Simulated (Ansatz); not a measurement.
Results of PBEsol-D3(BJ) (Ansatz, a program for electronic structure, PAW) for fcc Ni.

Input:

Ansatz 0.2 input:
```yaml
crystal:
  lattice:
    - [0.0, 1.7253522516, 1.7253522516]
    - [1.7253522516, 0.0, 1.7253522516]
    - [1.7253522516, 1.7253522516, 0.0]
  atoms:
    - { symbol: Ni, position: [0.0, 0.0, 0.0], spin: 0.8 }
basis:
  ecutwfc: 520
  ecutrho_ratio: 4
  xc_grid: 2
kpoints:
  mp_grid: { grid: [26, 26, 26] }
hamiltonian:
  xc: pbesol
  dispersion: d3bj
  pseudopotentials: { kind: paw }
scf:
  occupations: { method: fermi_dirac, width: 0.05 }
  convergence: { dr2_threshold: 0.0000000001 }
output:
  forces: false
  stress: true
  eigenvalues: true
magnetization:
  spin_polarized: true
```

From the output:

```
Crystal: 1 atoms, lattice volume = 10.272 Å³
Basis set: ecut = 520 eV, 283 PW (Γ), exchange–correlation on 40×40×40 points (8 copies of the dense FFT grid, shifted against one another)
Bands: 14, of which v1, the nominal top of the filled ones, is band 9 counted from 1 (8 counted from 0)
Symmetry: 48 space group operations
Space group: Fm-3m (ITA 225), of the structure as read, at distance tolerance 2.2e-5 Å
k-points: 511 of 17576
Initial density: superposition of atomic densities (chi_scale 0.1, normalization cell)
Functional: x = pbesol(κ = 0.804, μ = 0.12345679012345678), c = pbesol(β = 0.046)
SCF 1 converged in 12 iterations: F = -5805.422880 eV  dr2 = 7.38e-15
SCF converged after 12 iterations
Magnetization: 0.6118 μB (9.3059 up, 8.6941 down)
Free energy (F): -5805.422880 eV
Internal energy: -5805.408960 eV  (E = F + TS)
E sigma→0 (E₀):  -5805.415920 eV
Fermi energy:    19.345726 eV
--- Stress (GPa, compression-positive) ---
       -4.441147       0.000000      -0.000000
       -0.000000      -4.441147       0.000000
        0.000000      -0.000000      -4.441147
  P = ⅓ Tr σ = -4.4411 GPa (-44.411 kbar)
```

The cell is one volume of an energy–volume scan, off the minimum.

The PAW data were made under PBE.
